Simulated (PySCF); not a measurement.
Species: C4H3FO.
Bonds: C1–C2, C2–C3 (double), C3–F4, C3–C5, C5–O6 (double), C2–C5. Hydrogens: H7, H8, H9 on C1.

Computed with EOM-IP-CCSD/aug-cc-pVDZ in PySCF, restricted Hartree–Fock reference, frozen core, non-relativistic, gas phase, PBE0-D3(BJ)/def2-SVP geometry.

The vertical ionisation energies are 9.57, 10.67, 13.11, 14.25, 14.56, 15.65, 15.77, 16.38 eV.

Question: Which Hartree–Fock orbital leads each hole, and what is its Koopmans value −ε?

Answer: 
```tsv
leading hole (HF orbital)	Koopmans (eV)	EOM-IP-CCSD (eV)	change (eV)	one-hole share
HOMO	10.98	9.57	-1.41	0.95
HOMO-1	11.17	10.67	-0.50	0.95
HOMO-2	14.58	13.11	-1.47	0.95
HOMO-3	15.47	14.25	-1.22	0.93
HOMO-4	16.31	14.56	-1.75	0.94
HOMO-6	17.36	15.65	-1.71	0.94
HOMO-5	16.95	15.77	-1.18	0.94
HOMO-7	18.77	16.38	-2.39	0.94
```

Question: Does the order of the lines follow the orbital energies?

Answer: No: the HOMO-6 hole (15.65 eV) falls below the HOMO-5 hole (15.77 eV). The corrections run from -2.39 to -0.50 eV, with a mean of -1.45 eV over the 8 lines; no line lies above its Koopmans value. Koopmans values leave out both the relaxation of the orbitals and the change in correlation energy.

Question: At what kinetic energies would He II light (40.81 eV) eject these electrons?

Answer: 31.24 eV (HOMO), 30.14 eV (HOMO-1), 27.70 eV (HOMO-2), 26.56 eV (HOMO-3), 26.25 eV (HOMO-4), 25.16 eV (HOMO-6), 25.04 eV (HOMO-5), 24.43 eV (HOMO-7).

Lines less than 0.15 eV apart could change places at a higher level. One root was sought for each valence orbital with −ε under 21 eV, eight at most, so deeper holes and satellites are missing; no vibrational structure.
